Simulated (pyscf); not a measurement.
Thermochemistry of product channels of H₃Si–O–SnH₃ + H• on the doublet surface, in kcal/mol, from CCSD(T)/def2-TZVPP + ΔMP2(QZVPP) energies (ideal gas, 1 atm, RRHO with modes under 100 cm⁻¹ raised to 100, one conformer, R ln 2 for chiral ones without a mode under 150 cm⁻¹). Structures and frequencies: ωB97X-D3(BJ)/def2-SVP in PySCF. Correlated levels are frozen-core, on RHF or UHF. ΔMP2 is the change of the MP2 total energy from the triple- to the quadruple-zeta basis.

| products | ΔE | ΔH(298 K) | ΔG(900 K) | ΔG(1200 K) |
|---|---|---|---|---|
| HO–SiH₃ + SnH₃• | -24.2 | -20.7 | -28.0 | -29.4 |
| SiH₃• + HO–SnH₃ | +7.3 | +9.9 | +1.0 | -1.1 |

These are energies of the channels, which say nothing of barriers. The CCSD(T) − MP2 part came from Ansatz, without density fitting, on the same reference. The frozen core leaves the outer d or s,p core shells of the metals and heavy elements correlated in the MP2 and CC values, and def2-TZVPP describes them poorly, which can shift differences by a few kcal/mol. Elements past Kr carry the def2 core potentials, without spin-orbit coupling.
